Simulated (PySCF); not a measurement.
A coupled-cluster job on `C(=C)(Cl)C=O`.

Method: EOM-CCSD/aug-cc-pVDZ, vertical, frozen core, gas phase (PySCF 2.14.0). Geometry: PBE0-D3(BJ)/def2-SVP. A driver script takes a list of jobs; this job's settings line and coordinates (Å) are shown.

Input:
```
{"job": {"kind": "eom", "basis": "aug-cc-pVDZ", "nee": 0}, "charge": 0, "multiplicity": 1}
C     -1.110540    -0.443667    -0.402709
C     -0.279639     0.288472     0.343387
Cl    -0.818206     1.392385     1.560911
C      1.203215     0.210284     0.180403
O      1.737811    -0.503782    -0.624120
H     -0.670232    -1.111646    -1.147432
H     -2.194357    -0.392740    -0.290380
H      1.777971     0.874140     0.871324
```

Output:
```
E(HF) = -649.7071353229
E(MP2) = -650.4509726255
E(CCSD) = -650.4852188484
T1 diagnostic = 0.0153

EOM-IP-CCSD (eV)   Koopmans (eV)
  10.3026      10.5068
  10.4244      12.1211
  12.1295      13.1777
  13.1139      14.0291
  14.1280      15.3641
  14.8290      15.7062
  15.3228      16.9576
  16.1727      18.3330
```

Task: What share of the CCSD correlation energy does MP2 give?

Result: MP2 -0.74384 Eh against CCSD -0.77808 Eh: 95.6 %.

Summary of the converged run: CCSD correlation energy -0.7781 Eh; T1 diagnostic 0.015; first ionisation 10.30 eV.

Task: Estimate the wall time. Hardware: Arm Neoverse V2, one thread, no GPU (shared host).

Result: About 3.4 min.

One conformer stands for the species.
Labels such as C1 count atoms from 1, the log's own numbers from 0.
